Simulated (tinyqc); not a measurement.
Inside a calculation. Method: UHF in the sto-3g basis, for BH2, spin multiplicity 2. One step of it, computed by the program tinyqc.

Problem. Iteration 1: diagonalisation and new density. Diagonalise F' = X^T F X, C = X C', fill 4 alpha and 3 beta electrons from the bottom; D(s) = C_occ C_occ^T. Each column has its largest component positive (the first on a tie).

F(alpha) (hartree), order 1B 1s, 1B 2s, 1B 2px, 1B 2py, 1B 2pz, 2H 1s, 3H 1s:
$$\begin{pmatrix}
-9.451359 & -2.485691 & 0.000000 & 0.000000 & -0.016099 & -0.280005 & -0.280005 \\
-2.485691 & -1.462383 & 0.000000 & 0.000000 & 0.092103 & -0.316777 & -0.316777 \\
0.000000 & 0.000000 & -1.011028 & 0.000000 & 0.000000 & 0.000000 & 0.000000 \\
0.000000 & 0.000000 & 0.000000 & -0.510418 & 0.000000 & -0.205075 & 0.205075 \\
-0.016099 & 0.092103 & 0.000000 & 0.000000 & -0.897534 & -0.087469 & -0.087469 \\
-0.280005 & -0.316777 & 0.000000 & -0.205075 & -0.087469 & -0.238019 & -0.036103 \\
-0.280005 & -0.316777 & 0.000000 & 0.205075 & -0.087469 & -0.036103 & -0.238019
\end{pmatrix}$$

F(beta) (hartree), order 1B 1s, 1B 2s, 1B 2px, 1B 2py, 1B 2pz, 2H 1s, 3H 1s:
$$\begin{pmatrix}
-9.431095 & -2.455695 & 0.000000 & 0.000000 & -0.016099 & -0.276062 & -0.276062 \\
-2.455695 & -1.342037 & 0.000000 & 0.000000 & 0.092103 & -0.297429 & -0.297429 \\
0.000000 & 0.000000 & -0.424255 & 0.000000 & 0.000000 & 0.000000 & 0.000000 \\
0.000000 & 0.000000 & 0.000000 & -0.478788 & 0.000000 & -0.199975 & 0.199975 \\
-0.016099 & 0.092103 & 0.000000 & 0.000000 & -0.865904 & -0.085459 & -0.085459 \\
-0.276062 & -0.297429 & 0.000000 & -0.199975 & -0.085459 & -0.232899 & -0.033551 \\
-0.276062 & -0.297429 & 0.000000 & 0.199975 & -0.085459 & -0.033551 & -0.232899
\end{pmatrix}$$

X, order 1B 1s, 1B 2s, 1B 2px, 1B 2py, 1B 2pz, 2H 1s, 3H 1s:
$$\begin{pmatrix}
-0.445743 & 0.000000 & 0.711369 & 0.000000 & -0.547267 & 0.000000 & 0.287143 \\
0.988323 & 0.000000 & -0.226989 & 0.000000 & -0.206441 & 0.000000 & 0.525536 \\
0.000000 & 0.000000 & 0.000000 & 1.000000 & 0.000000 & 0.000000 & 0.000000 \\
0.000000 & 0.969348 & 0.000000 & 0.000000 & 0.000000 & 0.592971 & 0.000000 \\
0.317813 & 0.000000 & 0.647756 & 0.000000 & 0.704128 & 0.000000 & 0.163921 \\
-0.623916 & -0.702845 & -0.268915 & 0.000000 & 0.211320 & 0.408906 & 0.355419 \\
-0.623916 & 0.702845 & -0.268915 & 0.000000 & 0.211320 & -0.408906 & 0.355419
\end{pmatrix}$$

Give: F' = X^T F X; orbital energies; coefficients C; F' = X^T F X; orbital energies; coefficients C; D(alpha) after iteration 1; D(beta) after iteration 1.

Solution.

F' = X^T F X (alpha) (hartree):
$$\begin{pmatrix}
-0.819 & 0.000 & 1.448 & 0.000 & -1.241 & 0.000 & 0.604 \\
0.000 & -0.120 & 0.000 & 0.000 & 0.000 & -0.169 & 0.000 \\
1.448 & 0.000 & -4.316 & 0.000 & 3.097 & 0.000 & -2.534 \\
0.000 & 0.000 & 0.000 & -1.011 & 0.000 & 0.000 & 0.000 \\
-1.241 & 0.000 & 3.097 & 0.000 & -3.806 & 0.000 & 2.392 \\
0.000 & -0.169 & 0.000 & 0.000 & 0.000 & -0.446 & 0.000 \\
0.604 & 0.000 & -2.534 & 0.000 & 2.392 & 0.000 & -2.384
\end{pmatrix}$$

orbital energies (alpha) (hartree): MO1 -9.452, MO2 -1.011, MO3 -0.986, MO4 -0.784, MO5 -0.518, MO6 -0.102, MO7 -0.048

coefficients C (alpha), order 1B 1s, 1B 2s, 1B 2px, 1B 2py, 1B 2pz, 2H 1s, 3H 1s:
$$\begin{pmatrix}
1.002 & 0.000 & 0.180 & -0.207 & 0.000 & 0.085 & 0.000 \\
-0.009 & 0.000 & -0.692 & 0.786 & 0.000 & -0.501 & 0.000 \\
0.000 & 1.000 & 0.000 & 0.000 & 0.000 & 0.000 & 0.000 \\
0.000 & 0.000 & 0.000 & 0.000 & 0.925 & 0.000 & -0.660 \\
0.001 & 0.000 & 0.748 & 0.664 & 0.000 & -0.208 & 0.000 \\
0.002 & 0.000 & 0.009 & -0.010 & 0.101 & 0.795 & 0.807 \\
0.002 & 0.000 & 0.009 & -0.010 & -0.101 & 0.795 & -0.807
\end{pmatrix}$$

F' = X^T F X (beta) (hartree):
$$\begin{pmatrix}
-0.759 & 0.000 & 1.439 & 0.000 & -1.256 & 0.000 & 0.662 \\
0.000 & -0.102 & 0.000 & 0.000 & 0.000 & -0.152 & 0.000 \\
1.439 & 0.000 & -4.294 & 0.000 & 3.110 & 0.000 & -2.539 \\
0.000 & 0.000 & 0.000 & -0.424 & 0.000 & 0.000 & 0.000 \\
-1.256 & 0.000 & 3.110 & 0.000 & -3.775 & 0.000 & 2.371 \\
0.000 & -0.152 & 0.000 & 0.000 & 0.000 & -0.429 & 0.000 \\
0.662 & 0.000 & -2.539 & 0.000 & 2.371 & 0.000 & -2.320
\end{pmatrix}$$

orbital energies (beta) (hartree): MO1 -9.432, MO2 -0.925, MO3 -0.698, MO4 -0.489, MO5 -0.424, MO6 -0.094, MO7 -0.042

coefficients C (beta), order 1B 1s, 1B 2s, 1B 2px, 1B 2py, 1B 2pz, 2H 1s, 3H 1s:
$$\begin{pmatrix}
1.003 & 0.136 & -0.230 & 0.000 & 0.000 & 0.095 & 0.000 \\
-0.012 & -0.529 & 0.878 & 0.000 & 0.000 & -0.543 & 0.000 \\
0.000 & 0.000 & 0.000 & 0.000 & 1.000 & 0.000 & 0.000 \\
0.000 & 0.000 & 0.000 & 0.907 & 0.000 & 0.000 & -0.685 \\
0.001 & 0.860 & 0.506 & 0.000 & 0.000 & -0.218 & 0.000 \\
0.003 & -0.003 & 0.020 & 0.123 & 0.000 & 0.795 & 0.804 \\
0.003 & -0.003 & 0.020 & -0.123 & 0.000 & 0.795 & -0.804
\end{pmatrix}$$

D(alpha) after iteration 1, order 1B 1s, 1B 2s, 1B 2px, 1B 2py, 1B 2pz, 2H 1s, 3H 1s:
$$\begin{pmatrix}
1.079 & -0.296 & 0.000 & 0.000 & -0.001 & 0.006 & 0.006 \\
-0.296 & 1.096 & 0.000 & 0.000 & 0.004 & -0.014 & -0.014 \\
0.000 & 0.000 & 1.000 & 0.000 & 0.000 & 0.000 & 0.000 \\
0.000 & 0.000 & 0.000 & 0.000 & 0.000 & 0.000 & 0.000 \\
-0.001 & 0.004 & 0.000 & 0.000 & 1.000 & 0.000 & 0.000 \\
0.006 & -0.014 & 0.000 & 0.000 & 0.000 & 0.000 & 0.000 \\
0.006 & -0.014 & 0.000 & 0.000 & 0.000 & 0.000 & 0.000
\end{pmatrix}$$

D(beta) after iteration 1, order 1B 1s, 1B 2s, 1B 2px, 1B 2py, 1B 2pz, 2H 1s, 3H 1s:
$$\begin{pmatrix}
1.078 & -0.286 & 0.000 & 0.000 & 0.002 & -0.003 & -0.003 \\
-0.286 & 1.052 & 0.000 & 0.000 & -0.010 & 0.020 & 0.020 \\
0.000 & 0.000 & 0.000 & 0.000 & 0.000 & 0.000 & 0.000 \\
0.000 & 0.000 & 0.000 & 0.000 & 0.000 & 0.000 & 0.000 \\
0.002 & -0.010 & 0.000 & 0.000 & 0.996 & 0.008 & 0.008 \\
-0.003 & 0.020 & 0.000 & 0.000 & 0.008 & 0.000 & 0.000 \\
-0.003 & 0.020 & 0.000 & 0.000 & 0.008 & 0.000 & 0.000
\end{pmatrix}$$
